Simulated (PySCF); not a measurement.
Molecule: SMILES C(/C(=C\C)F)#N, C4H4FN.

Mapped SMILES: `[CH3:1]/[CH:2]=[C:3](/[F:4])[C:5]#[N:6]`. Hydrogens are named by the atom that carries them.

Geometry PBE0-D3(BJ)/def2-SVP throughout; GIAO in PySCF, gas phase, one conformer, non-relativistic; equivalent atoms averaged; basis pcSseg-2.

Q: How do the absolute shieldings σ depend on the functional? (ppm; last column core-seconds on shared hosts with different chips, so compare them loosely; the GGAs took longer than the global hybrids here, which isn't the general rule, and the cause wasn't traced)

A: 
```tsv
functional	kind	C3	C2	C5	C1	F4	N6	H(C2)	H(C1)	core-s
HF	Hartree–Fock	50.5	54.1	75.3	178.7	358.4	-75.0	25.19	29.69	14
LDA	LDA	30.7	43.0	57.0	166.0	277.2	-79.2	24.46	28.79	29
PBE	GGA	34.3	47.5	61.1	164.1	276.7	-68.0	25.00	29.19	32
BLYP	GGA	29.2	42.6	58.3	159.5	279.3	-70.4	25.23	29.36	37
BP86	GGA	34.4	47.5	61.4	163.7	278.8	-66.8	25.08	29.25	35
OPBE	GGA	44.5	57.2	68.4	168.8	279.5	-53.2	25.04	29.22	37
KT2	GGA	44.6	59.0	72.4	167.4	281.3	-48.3	25.13	29.19	40
KT3	GGA	45.0	58.8	72.2	165.9	283.1	-45.1	25.33	29.35	39
B97-D	GGA	37.8	50.6	64.4	163.3	285.8	-56.9	25.28	29.38	39
B3LYP	global hybrid	32.8	44.0	61.3	164.4	298.8	-72.1	25.16	29.39	25
PBE0	global hybrid	38.5	49.2	64.7	169.5	300.8	-69.5	24.97	29.28	25
mPW1PW91	global hybrid	37.8	48.3	64.2	168.8	301.3	-70.3	25.03	29.32	26
WP04	global hybrid	25.5	35.4	56.4	155.6	300.5	-73.2	25.55	29.63	24
B97-2	global hybrid	40.4	51.3	66.4	168.5	301.4	-62.2	25.14	29.38	23
BHandHLYP	global hybrid	38.7	46.7	65.9	170.4	324.1	-74.0	25.10	29.46	23
CAM-B3LYP	range-separated hybrid	33.5	44.5	62.7	168.8	310.0	-70.5	25.00	29.37	31
wB97X-D	range-separated hybrid	37.1	48.1	64.7	170.0	306.8	-68.2	25.07	29.42	29
LC-wPBE	range-separated hybrid	36.4	47.9	64.5	174.7	315.3	-65.0	24.92	29.43	44
```

Q: Which nucleus moves most, in ppm?

A: F4 (vinylic fluorine): from 276.7 ppm with PBE to 358.4 ppm with HF. The smallest spread is 0.90 ppm, at H(C1). Proton shifts span only some 12 ppm, so a few tenths of a ppm matter as much there as several ppm in carbon.
